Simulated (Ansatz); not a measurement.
# B₂HF+ (quartet): from Hartree-Fock to the top rungs, cc-pVDZ

How much of the correlation energy of B₂HF+ (quartet) does each wave-function method recover here?

Program: Ansatz 0.2.0, Gaussian basis. Level of theory: cc-pVDZ, core rule «outside noble gas», up to 3 orbitals frozen. These are calculated values, not measurements.

To be run: UHF; CCSD(T) on ROHF; CCSD(T) on UHF; BCCD(T) on ROHF; CISD; CCSDT(Q) on ROHF; CCSDT(Q) on UHF.

28 further runs of the same task are left out: 12 that didn't finish, 16 set aside as unsound or not needed.

## (1) The geometry

The geometry is a PBE0/def2-TZVP stationary point (not a proven minimum) of the parent state, kept for this charge and spin.

4 atoms, charge 1, spin multiplicity 4.

Atoms are counted from 1 here; the program's logs count them from 0.

Bond lengths: B1–B2 1.633 Å, B2–F3 1.328 Å, B2–H4 1.205 Å. Angles: B1–B2–F3 125.5°, B1–B2–H4 114.3°, F3–B2–H4 120.2°.

## (2) UHF

in.yaml

```yaml
crystal:
  periodic: [false, false, false]
  atoms:
    - {symbol: B, position_ang: [0.000000, -0.285996, 1.615495]}
    - {symbol: B, position_ang: [0.000000, 0.444539, 0.154784]}
    - {symbol: F, position_ang: [0.000000, -0.177695, -1.018097]}
    - {symbol: H, position_ang: [0.000000, 1.648828, 0.202133]}
basis:
  gaussian: {orbitals: cc-pVDZ}
total_charge: 1
magnetization: {spin_polarized: true, initial_magnetization: 3}
hamiltonian: {xc: hf}
output: {orbitals: {seedname: orbitals}}
```

Run with:

```sh
$ ansatz run in.yaml --threads 1 --pin off --events-out ev --progress --plain --max-ram 2393MiB
```

The runs that follow: CCSD(T) on ROHF; CCSD(T) on UHF; BCCD(T) on ROHF; CISD; CCSDT(Q) on ROHF; CCSDT(Q) on UHF.

Q: Predict the results of all the runs planned. Wanted: UCCSDT(Q) below the RHF energy; RMP2 from UCCSDT(Q); UMP2 from UCCSDT(Q); RCCSD from UCCSDT(Q); RCCSD(T) from UCCSDT(Q); UCCSD(T) from UCCSDT(Q); RCCSDT(Q) from UCCSDT(Q); T1 diagnostic.

**Answer**, as computed:

```
                         quantity                      value
   UCCSDT(Q) below the RHF energy                 -8.8482 eV
              RMP2 from UCCSDT(Q)                 +874.1 meV
              UMP2 from UCCSDT(Q)                 +903.1 meV
             RCCSD from UCCSDT(Q)                 +315.8 meV
          RCCSD(T) from UCCSDT(Q)                  +59.7 meV
          UCCSD(T) from UCCSDT(Q)                  +61.5 meV
         RCCSDT(Q) from UCCSDT(Q)                   +9.9 meV
levels within 1 kcal/mol (43 meV)  RCCSDT, UCCSDT, RCCSDT(Q)
                    T1 diagnostic                      0.041
```

In words: RCCSD(T) lands +59.7 meV from the yardstick (0.7 % of the correlation energy). These misses are within one basis, not against nature; the frozen cores of restricted and unrestricted runs differ, which can shift their rows.
